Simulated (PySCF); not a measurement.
SiP and its ions

ROHF-CCSD; Si x2c-SVPall, P x2c-SVPall; spin-free X2C with a Gaussian nucleus (PySCF 2.14). Neutral (ROHF): doublet (π ↑), Re = 2.084 Å, ωe = 633 cm⁻¹, De = 2.70 eV.

SiP⁺ (UHF): triplet (π ↑↑), Re = 2.232 Å, ωe = 500 cm⁻¹, De = 2.18 eV to Si⁺ + P. The energies at the minima are -630.98995 hartree for SiP and -630.68170 for SiP⁺.

Q: Work out the adiabatic ionisation energy, without and with harmonic zero-point energies (1 hartree = 27.2114 eV, 1 eV = 8065.5 cm⁻¹), and the change of the bond length.

A: At CCSD: 0.30825 hartree = 8.388 eV between the minima; the zero-point term (500.0 − 633.0)/2 cm⁻¹ = -0.008 eV makes it 8.380 eV. Re changes by +14.8 pm against the neutral. The electron leaves a π orbital, and the longer bond of the ion fits a bonding orbital, or a change in how ionic the bond is.

Correlated steps freeze 10 core orbitals. UHF and ROHF references stand side by side, which adds small steps between rows. Correlated levels converge slowly with the basis: in double zeta they bind strong bonds too weakly, by up to about 1 eV, and carry superposition errors of some tenths. For an ion De counts to the pair picked by the measured ionisation energies or electron affinities, which need not be the lowest pair at this level. States were picked by a PBE0 search and need not be the measured ground states.

Neutral and ion stand on different kinds of reference determinant, which adds to the error of the difference.
